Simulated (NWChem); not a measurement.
**B3LYP/def2-TZVP run of HNO2 (nitrous acid)**

What is the vertical singlet–triplet gap of HNO2 (nitrous acid) at B3LYP/def2-TZVP? 

The calculation is run with NWChem 7.3.0.

5 further runs of the same task are left out: 5 set aside as unsound or not needed.

## 1. The structure to begin with

The species is HNO2 (4 atoms), meant as a singlet with charge 0. As SMILES, `O=NO`. The shape is that of a PBE0-D4/def2-TZVP optimisation.

Bond lengths: O1–N2 1.162 Å, N2–O3 1.397 Å, O3–H4 0.967 Å. Angles: O1–N2–O3 111.2°, N2–O3–H4 102.9°.

## 2. Energy and forces at B3LYP/def2-TZVP

Input file run.nw:

```
start run
title "HNO2 B3LYP"
memory 2200 mb

geometry noautosym nocenter noautoz
  O     0.413650    0.047230    1.437260
  N     0.320150   -0.419400    0.377370
  O    -0.362650    0.434660   -0.492650
  H    -0.371140   -0.062490   -1.321980
end

basis spherical bse
  * library def2-TZVP
end

dft
  xc b3lyp
  grid fine
  convergence energy 1e-08
  iterations 100
  mulliken
end

task dft gradient
```

On the command line:

```
$ nwchem run.nw > run.out
```

Log:

```text
[...]
          Wavefunction type:  closed shell.
          No. of atoms     :     4
          No. of electrons :    24
[...]
          Charge           :     0
          Spin multiplicity:     1
[...]
          AO basis - number of functions:    99
[...]
              XC Information
              --------------
                         B3LYP Method XC Potential
                     Hartree-Fock (Exact) Exchange  0.200
                        Slater Exchange Functional  0.800 local
                    Becke 1988 Exchange Functional  0.720 non-local
              Lee-Yang-Parr Correlation Functional  0.810
                  VWN I RPA Correlation Functional  0.190 local
[...]
 d= 0,ls=0.0,diis     1   -205.6757443545 -2.76D+02  1.03D-02  1.42D+00     2.5
[...]
 d= 0,ls=0.0,diis    11   -205.7953781156 -8.20D-10  4.06D-07  8.43D-09    19.7
         Total DFT energy =     -205.795378115633
      One electron energy =     -421.207466078315
           Coulomb energy =      169.212553423834
    Exchange-Corr. energy =      -24.354337677604
 Nuclear repulsion energy =       70.553872216452
[...]
      Total Density - Mulliken Population Analysis
     ---------------------------------------------
    Atom       Charge   Shell Charges
 -----------   ------   -------------------------------------------------------
    1 O    8     8.17   0.79  1.18  0.62  0.94  0.34  1.88  1.74  0.63  0.01  0.04  0.00
    2 N    7     6.87   0.82  1.15  0.65  0.80  0.41  1.38  1.20  0.31  0.02  0.12  0.01
    3 O    8     8.27   0.79  1.18  0.61  0.93  0.28  1.88  1.83  0.74  0.00  0.03  0.00
    4 H    1     0.69   0.26  0.33  0.05  0.05
[...]
  wavefunction    = closed shell
                         DFT ENERGY GRADIENTS
    atom               coordinates                        gradient
                 x          y          z           x          y          z
   1 O       0.781685   0.089252   2.716028   -0.001473  -0.003387  -0.010306
   2 N       0.604996  -0.792551   0.713126   -0.004477   0.009952   0.001310
   3 O      -0.685309   0.821388  -0.930974    0.005473  -0.007523   0.005881
   4 H      -0.701353  -0.118089  -2.498180    0.000477   0.000959   0.003116
[...]
```

Wall time 29 s (1 thread of AMD EPYC 7R43 (Zen 3), shared host); peak memory 0.12 GiB.

## 3. The triplet: the energy at UB3LYP/def2-TZVP

Input file sp.nw:

```
start sp
title "HNO2"
memory 2200 mb

geometry units angstrom noautosym nocenter noautoz
  O      0.413650     0.047230     1.437260
  N      0.320150    -0.419400     0.377370
  O     -0.362650     0.434660    -0.492650
  H     -0.371140    -0.062490    -1.321980
end

basis spherical bse
  O library def2-TZVP
  N library def2-TZVP
  H library def2-TZVP
end

dft
  xc b3lyp
  mult 3
  grid fine
  convergence energy 1e-08
  iterations 100
  mulliken
end

task dft energy
```

On the command line:

```
$ nwchem sp.nw > sp.out
```

Log:

```text
[...]
          Wavefunction type:  spin polarized.
          No. of atoms     :     4
          No. of electrons :    24
[...]
          Charge           :     0
          Spin multiplicity:     3
[...]
          AO basis - number of functions:    99
[...]
              XC Information
              --------------
                         B3LYP Method XC Potential
                     Hartree-Fock (Exact) Exchange  0.200
                        Slater Exchange Functional  0.800 local
                    Becke 1988 Exchange Functional  0.720 non-local
              Lee-Yang-Parr Correlation Functional  0.810
                  VWN I RPA Correlation Functional  0.190 local
[...]
 d= 0,ls=0.0,diis     1   -205.6111172124 -2.76D+02  5.00D-03  3.12D-01     3.3
[...]
 d= 0,ls=0.0,diis    13   -205.7055160037 -2.52D-10  1.26D-07  6.80D-10    31.0
[...]
         Total DFT energy =     -205.705516003677
      One electron energy =     -421.255074688013
           Coulomb energy =      169.403029769243
    Exchange-Corr. energy =      -24.407343301359
 Nuclear repulsion energy =       70.553872216452
[...]
      Total Density - Mulliken Population Analysis
     ---------------------------------------------
    Atom       Charge   Shell Charges
 -----------   ------   -------------------------------------------------------
    1 O    8     8.14   0.79  1.18  0.62  0.95  0.34  1.88  1.71  0.62  0.01  0.04  0.00
    2 N    7     6.90   0.82  1.15  0.60  0.75  0.30  1.49  1.29  0.38  0.02  0.10  0.01
    3 O    8     8.28   0.79  1.18  0.61  0.93  0.30  1.87  1.81  0.74  0.00  0.03  0.00
    4 H    1     0.67   0.26  0.33  0.04  0.05
[...]
      <S2> =      2.0086 (Exact =     2.0000)
[...]
```

Wall time 32 s (1 thread of AMD EPYC 7R43 (Zen 3), shared host); peak memory 0.11 GiB.

## 4. Outcome

Level: B3LYP/def2-TZVP.

| quantity | value |
| --- | --- |
| singlet: total energy | -205.79538 Eh |
| singlet: dipole moment | 2.20 D |
| singlet: HOMO energy | -7.91 eV |
| singlet: LUMO energy | -2.45 eV |
| singlet: HOMO–LUMO gap | 5.46 eV |
| singlet: largest force on an atom | 0.566 eV/Å |
| triplet: total energy | -205.70552 Eh |
| triplet: dipole moment | 2.33 D |
| triplet: HOMO energy (highest over α and β) | -5.31 eV |
| triplet: LUMO energy (lowest over α and β) | -4.79 eV |
| triplet: ⟨S²⟩ | 2.009 |
| vertical energy of the triplet above the singlet | 2.445 eV |

In words: At this shape the triplet lies 2.45 eV (236 kJ/mol) above the singlet. The largest force (singlet) is 0.57 eV/Å: the shape isn't a stationary point for this species at this level. Mulliken charges (singlet) run from -0.27 on O3 to +0.31 on H4. Mulliken charges (triplet) run from -0.28 on O3 to +0.33 on H4.
